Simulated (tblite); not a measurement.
# BrCl2: the cost of one run

Computed with tblite 0.8.0 and PySCF 2.14.0; each step states its level. No surroundings beyond the atoms listed, unless a continuum is named. Atoms count from 0, parts from 1.

## 1. Starting point

3 atoms, charge -1, multiplicity 1; geometry: rigid parts in contact. Parts: 1 = atoms 0–1, `ClCl`, charge 0; 2 = atom 2, `[Br-]`, charge -1.

## 2. Bringing the parts together with GFN2-xTB

What the job is given:

```
{"job": {"kind": "dock", "xc": "GFN2-xTB", "basis": "xTB"}, "charge": -1, "multiplicity": 1, "parts": [{"atoms": "0-1", "charge": 0, "multiplicity": 1}, {"atoms": "2-2", "charge": -1, "multiplicity": 1}]}
Cl     1.008568     0.003073     0.003939
Cl    -1.008568    -0.003073    -0.003939
Br    -3.391879    -1.222768    -0.237986
```

With the program's defaults for keys left out, this is: GFN2-xTB search for minima from random contacts, gas phase.

Command:

```sh
$ OMP_NUM_THREADS=1 python cluster_run.py task.json out
```

One launch serves the whole session: the jobs run in the order shown.

Q: Estimate the wall time of this first job on 1 thread of Arm Neoverse N1, shared host.

About 5.4 s.
